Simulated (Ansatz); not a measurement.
# Worked example: correlation energy of HN–CH2⁺, doublet

Geometry: that of the HN–CH2, singlet, kept fixed.

```xyz
5

N     0.0000   -0.1232   -0.6250
C     0.0000    0.0600    0.6223
H     0.0000   -0.8099    1.2818
H     0.0000    1.0402    1.1129
H     0.0000    0.7666   -1.1253
```

Basis cc-pVTZ; Ansatz 0.2.0. Correlated methods freeze the noble-gas cores, which leaves 11 electrons in 100 orbitals. R marks a restricted (for open shells ROHF) determinant, U an unrestricted one.

Full CI isn't at hand for all of this; UCCSDT(Q) serves as the reference, and is uncertain by the last step of the cluster series or more.

Unrestricted rows (U) aren't spin-pure: their determinants' ⟨S²⟩ exceeds S(S+1) by up to 0.12, so they mix in states of higher spin.

UCCSD has a T1 diagnostic of 0.042 and a largest doubles amplitude of 0.11.

Runs differ by some tens of microhartree through their thresholds and, for an open shell, their frozen cores, so steps under 0.03 kcal/mol mean nothing.

```tsv
level	total energy (hartree)
UHF	-93.727133
UMP2	-94.036491
UCCSD	-94.069105
UCCSD(T)	-94.083435
UCCSDT	-94.084721
UCCSDT(Q)	-94.085602
```

Q: What is the correlation energy at UCCSDT(Q), and what share of it do UMP2 and UCCSDT recover?

A: E(corr) = -94.085602 − (-93.727133) = -0.358469 hartree = -9.754 eV. UMP2: -0.309358 / -0.358469 = 86.30 %. UCCSDT: -0.357588 / -0.358469 = 99.75 %.

Q: By how many kcal/mol does UCCSD(T) miss UCCSDT(Q) (1 hartree = 627.509 kcal/mol), and which steps make up the rest?

A: -94.083435 − (-94.085602) = 0.002167 hartree = 1.36 kcal/mol. Steps: UCCSDT − UCCSD(T) = -0.81, UCCSDT(Q) − UCCSDT = -0.55 kcal/mol. Differences between like states or geometries often cancel part of this.
